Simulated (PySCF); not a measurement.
**Scalar relativity in Si (silicon, neutral)**

[Ne] 3s2 3p2, high-spin 3P determinant; UHF calculated with PySCF 2.14 in dyall-av3z (19s12p3d2f, 84 functions), once non-relativistic with a point nucleus and once with spin-free X2C-1e and a Gaussian nucleus.

| shell | ε non-rel. (eV) | ε X2C (eV) | rms r non-rel. (bohr, spins averaged) | rms r X2C (bohr, spins averaged) | change of radius (%) |
| --- | --- | --- | --- | --- | --- |
| 1s α | -1872.6 | -1877.1 | 0.1292 | 0.1287 | -0.40 |
| 1s β | -1872.3 | -1876.8 | 0.1292 | 0.1287 | -0.40 |
| 2s α | -167.64 | -168.35 | 0.6142 | 0.6123 | -0.31 |
| 2s β | -167.35 | -168.05 | 0.6142 | 0.6123 | -0.31 |
| 2p α | -116.07 | -116.03 | 0.5996 | 0.5991 | -0.08 |
| 2p β | -115.50 | -115.45 | 0.5996 | 0.5991 | -0.08 |
| 3s α | -16.868 | -16.915 | 2.387 | 2.381 | -0.23 |
| 3s β | -12.594 | -12.647 | 2.387 | 2.381 | -0.23 |
| 3p α | -8.200 | -8.188 | 2.985 | 2.986 | 0.04 |

The total energy goes from -288.8586 to -289.4632 hartree.

Ionisation energy, Si [Ne] 3s2 3p2 (3P) → Si⁺ [Ne] 3s2 3p1 (2P) (eV):

```json
{"method": "UHF", "non-relativistic": "7.638", "spin-free X2C": "7.627", "shift": "-0.011"}
{"method": "MP2 (valence)", "non-relativistic": "8.049", "spin-free X2C": "8.038", "shift": "-0.011"}
{"method": "SCS-MP2 (valence)", "non-relativistic": "7.961", "spin-free X2C": "7.950", "shift": "-0.011"}
{"method": "CCSD (valence)", "non-relativistic": "8.074", "spin-free X2C": "8.064", "shift": "-0.010"}
{"method": "CCSD(T) (valence)", "non-relativistic": "8.114", "spin-free X2C": "8.104", "shift": "-0.010"}
{"method": "LDA", "non-relativistic": "8.235", "spin-free X2C": "8.224", "shift": "-0.011"}
{"method": "PBE", "non-relativistic": "8.200", "spin-free X2C": "8.189", "shift": "-0.011"}
{"method": "PBE0", "non-relativistic": "8.220", "spin-free X2C": "8.209", "shift": "-0.011"}
{"method": "r2SCAN", "non-relativistic": "8.321", "spin-free X2C": "8.311", "shift": "-0.011"}
```

Relativity contracts and stabilises s shells directly. The contracted s shells screen the nucleus better, so for spin-averaged p shells the direct and indirect effects partly cancel.
